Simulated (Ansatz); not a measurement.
## C₂H₃B, SMILES BC#C: a relaxed scan of one distance, step by step

Program: Ansatz 0.2.0, Python API.

Run as a notebook:

```python
import warnings

import ansatz as az
import numpy as np
```

```python
warnings.simplefilter("ignore", az.DeckWarning)
```

```python
c2h3b = (
    az.Crystal.molecule()
    .atom("B", [-0.8174, 0.6139, -0.3653])
    .atom("C", [0.2717, -0.2333, 0.1304])
    .atom("C", [1.1396, -0.9278, 0.5169])
    .atom("H", [-1.7059, 0.1872, -0.9522])
    .atom("H", [-0.8056, 1.8231, -0.2563])
    .atom("H", [1.9598, -1.5272, 0.8803])
)
```

```python
calculation = c2h3b.calculation().basis(gaussian="def2-SVP").functional("hf")
symbols = [site.symbol for site in c2h3b.cartesian_sites]
pairs = [(0, 1), (0, 3), (0, 4), (1, 2), (2, 5)]
print("held (A)   E (eV)        ", "  ".join(f"{symbols[i]}{i}-{symbols[j]}{j}" for i, j in pairs))
for length in [1.06, 1.15, 1.24, 1.38, 1.55]:
    data = calculation.relax(constraints=[az.DistanceConstraint((0, 3), at=length)], force_tolerance=0.02, max_steps=60).run().report
    xyz = np.array(data["positions_ang"])
    print(f"{length:6.2f} {data['free_energy_ev']:14.5f}  ", "  ".join(f"{np.linalg.norm(xyz[i] - xyz[j]):.3f}" for i, j in pairs))
```

    held (A)   E (eV)         B0-C1  B0-H3  B0-H4  C1-C2  C2-H5
      1.06    -2775.59723   1.533  1.060  1.198  1.201  1.066
      1.15    -2775.86721   1.532  1.150  1.197  1.200  1.066
      1.24    -2775.87382   1.530  1.240  1.196  1.200  1.066
      1.38    -2775.57060   1.527  1.380  1.194  1.200  1.066
      1.55    -2774.94595   1.521  1.550  1.191  1.200  1.066

What to keep in mind:
- Total energies depend on the basis set; only differences at equal settings carry meaning.
- The energies are electronic: no zero-point or thermal terms, and the basis set is short of its limit.
- The script silences the warnings on its input, which a real study should read.
- Wall time of the script: 16 s on 1 thread of Arm Neoverse V1, on a shared host, peak memory 0.18 GiB.

(Lines on the test bed's own set-up are left out of the output.)
